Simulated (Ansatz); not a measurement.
A made-up structure of B2H2F, doublet:

```
5
angstrom
B -0.5639 0.2501 -0.1964
B 0.7975 -0.3535 0.2777
F 1.9061 -0.8453 0.6638
H 1.1116 -1.2214 -0.4084
H -1.4232 -0.4864 -0.5806
```

It is relaxed with PBE-D4/def2-SVP and then PBE0-D4/def2-TZVP (Ansatz 0.2.0). Atoms count as bonded within 1.22 times the sum of their covalent radii (H–H: 0.88 Å). The end point is not checked to be a true minimum.

(1) Does its bonding change? (Judge from chemistry; the calculation decides.)

Results:

(1) Computed: Yes. Formed: B1–H4; broken: B2–H4.

Where it ends: The first stage lowers the energy by 3.88 eV in 19 steps. It ends as B₂H₂F ([BH2][B][F]):
B1  (-0.114, -0.610, -0.477)
B2  (1.043, -0.419, 0.557)
F3  (1.985, -0.264, 1.398)
H4  (0.091, -1.252, -1.465)
H5  (-1.177, -0.111, -0.257)
(Å)

Labels in which every atom is bracketed show which atoms are joined, not bond orders.

For scale, one of the runs: PBE0-D4/def2-TZVP relaxation, 105 basis functions, launched by `ansatz run in.yaml --threads 2 --pin off --events-out ev --progress --plain --max-ram 4352MiB`. Hardware: 2 CPU threads of an Arm Neoverse V1, shared host. Wall time about 7.5 s.
